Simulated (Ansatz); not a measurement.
## AlBH4O, SMILES O[BH][AlH2]: a composite energy at a relaxed geometry, step by step

Computed with Ansatz 0.2.0 through its Python package.

Notebook, run cell by cell (the value of a cell's last expression is shown):

**Cell 1**
```python
import itertools
import warnings

import ansatz
from ase.data import atomic_numbers, covalent_radii
import numpy as np
```

**Cell 2**
```python
warnings.simplefilter("ignore", ansatz.DeckWarning)
```

**Cell 3**
```python
geometry_ang = [
    ("O", [-1.6515, 0.2651, -0.6549]),
    ("B", [-0.2535, 0.1948, -0.7919]),
    ("Al", [0.8886, 0.0006, 0.8852]),
    ("H", [-1.9537, -0.6129, -0.7142]),
    ("H", [0.2585, 0.2231, -1.8755]),
    ("H", [0.2378, -0.0237, 2.3405]),
    ("H", [2.535, -0.115, 0.7651]),
]
system = ansatz.Crystal.molecule()
for symbol, xyz in geometry_ang:
    system = system.atom(symbol, xyz)

calc = (
    system.calculation()
    .basis(gaussian="def2-SVP")
    .functional("r2SCAN")
)
symbols = [site.symbol for site in system.cartesian_sites]
start = np.array([site.position_ang for site in system.cartesian_sites], dtype=float)
rep = calc.relax(force_tolerance=0.01).run(threads=1, pin="off").report
end = np.array(rep["positions_ang"])
# pairs closer than 1.2 times the sum of covalent radii, before or after
radius = [covalent_radii[atomic_numbers[s]] for s in symbols]
span = lambda where, i, j: np.linalg.norm(where[i] - where[j])
bonded = [(i, j) for i, j in itertools.combinations(range(len(symbols)), 2) if min(span(start, i, j), span(end, i, j)) < 1.2 * (radius[i] + radius[j])]
print("pair        before    after (A)")
for i, j in bonded:
    print(f"{symbols[i]}{i}-{symbols[j]}{j}".ljust(10), f"{span(start, i, j):8.4f} {span(end, i, j):8.4f}")

minimum = ansatz.Crystal.molecule()
for symbol, place in zip(symbols, end):
    minimum = minimum.atom(symbol, place.tolist())
at_minimum = minimum.calculation()
# MP2 extrapolated to the basis limit, plus the small-basis difference CCSD(T) - MP2
level = lambda method, basis: at_minimum.basis(gaussian=basis).correlation(method).run(threads=1, pin="off").report
small, large, cluster = level("mp2", "cc-pVDZ"), level("mp2", "cc-pVTZ"), level("ccsd_t", "cc-pVDZ")
corr = lambda each: (each["free_energy_ev"] - each["reference_energy_ev"]) / 27.211386246
mp2_limit = (27 * corr(large) - 8 * corr(small)) / 19
pieces = {"HF / cc-pVTZ": large["reference_energy_ev"] / 27.211386246, "MP2 correlation, DZ-TZ limit": mp2_limit, "CCSD(T) - MP2 / cc-pVDZ": corr(cluster) - corr(small)}
for name, value in pieces.items():
    print(f"{name:32s} {value:14.6f} Ha")
print(f"{'sum':32s} {sum(pieces.values()):14.6f} Ha")
print("T1 diagnostic", round(cluster["correlation"]["coupled_cluster"]["t1_diagnostic"], 4))
```
Output:
```text
pair        before    after (A)
O0-B1        1.4065   1.3600
O0-H3        0.9304   0.9681
B1-Al2       2.0383   2.1460
B1-H4        1.1988   1.2258
Al2-H5       1.5944   1.6004
Al2-H6       1.6548   1.6004
HF / cc-pVTZ                        -343.847734 Ha
MP2 correlation, DZ-TZ limit          -0.458589 Ha
CCSD(T) - MP2 / cc-pVDZ               -0.046114 Ha
sum                                 -344.352436 Ha
T1 diagnostic 0.0158
```

Notes:
- Total energies depend on the basis set; only differences at equal settings carry meaning.
- The sum leaves out core correlation, relativity, the Hartree-Fock basis error and zero-point energy; a DZ-TZ extrapolation is rough.
- Inner cores stay frozen, so this is valence correlation.
- For Al to Cl the sets with a tight d function, cc-pV(X+d)Z, are usual.
- An extrapolation from small basis sets is rough.
- Hardware and time: 78 s on 1 thread of Arm Neoverse V1, with other jobs on the host, peak memory 0.3 GiB.
